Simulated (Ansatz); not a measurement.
System: zinc-blende BeSe. Method: B3LYP (VWN-RPA form) in Ansatz (PAW).

Settings: plane-wave cutoff 460 eV, 8×8×8 k mesh, Fermi–Dirac smearing 0.01 eV, scalar-relativistic PAW data made under PBE.

A third-order Birch–Murnaghan fit to the energies gives V0 = 17.585 Å³/atom, B0 = 75.4 GPa, B′ = 3.9.

```csv
V (Å³/atom),P (GPa)
16.675,4.44
16.948,(withheld)
17.552,0.14
17.991,(withheld)
18.430,-3.23
```

Problem. Estimate the withheld pressures from this fit; the answers are the runs' own values.

Solution. 
- 16.948, P (GPa): 2.99
- 17.991, P (GPa): -1.65

The formula P = (3/2) B0 (x^(7/3) − x^(5/3)) [1 + (3/4)(B′ − 4)(x^(2/3) − 1)] with x = V0/V meets the computed pressures within 0.01 GPa when these rounded values are put in.

Measured, for comparison: bulk modulus 92.2 GPa (temperature not stated, not corrected to a static lattice; as tabulated in Inakpenu et al., APS March Meeting 2017, C27.9); equilibrium volume per atom 16.96 Å³/atom (temperature not stated, not corrected to a static lattice; as tabulated in Bernardini et al. (2000), arXiv:cond-mat/0007180). Computed (rounded) less measured: bulk modulus -18 %, equilibrium volume per atom +3.7 %.

Computed values are for the static lattice.

Ansatz is an electronic-structure program.
